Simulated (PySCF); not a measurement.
# Working out the electron affinity of F

F⁻ [Ne] (1S) → F [He] 2s2 2p5 (2P). Calculation: PySCF 2.14, in aug-cc-pVDZ (4s3p2d, 23 functions); the non-relativistic Hamiltonian (point nucleus). Frozen: 1s2. Energies in hartree (1 hartree = 27.21139 eV):

| part | F⁻ (lower) | F (upper) |
| --- | --- | --- |
| UHF | -99.428282 | -99.381092 |
| MP2 opposite-spin | -0.171477 | -0.115323 |
| MP2 same-spin | -0.066189 | -0.039284 |

Q: What does Hartree-Fock give?

A: (-99.381092) − (-99.428282) = 0.047190 hartree = 1.284 eV.

Q: What do MP2 and SCS-MP2 (6/5 opposite-spin, 1/3 same-spin) give?

A: The opposite-spin parts differ by 1.528 eV and the same-spin parts by 0.732 eV. MP2: 1.284 + (1.528) + (0.732) = 3.544 eV. SCS-MP2: 1.284 + 1.2 × (1.528) + (0.732)/3 = 3.362 eV.

A first-order spin-orbit estimate adds -0.016 eV to MP2 (valence), giving 3.528 eV against 3.401 eV (measured; photodetachment measurements, as compiled on the Wikipedia data page of electron affinities).

A double-zeta basis recovers only part of the correlation energy.

What remains against the reference includes basis incompleteness, the frozen core and correlation beyond second order.
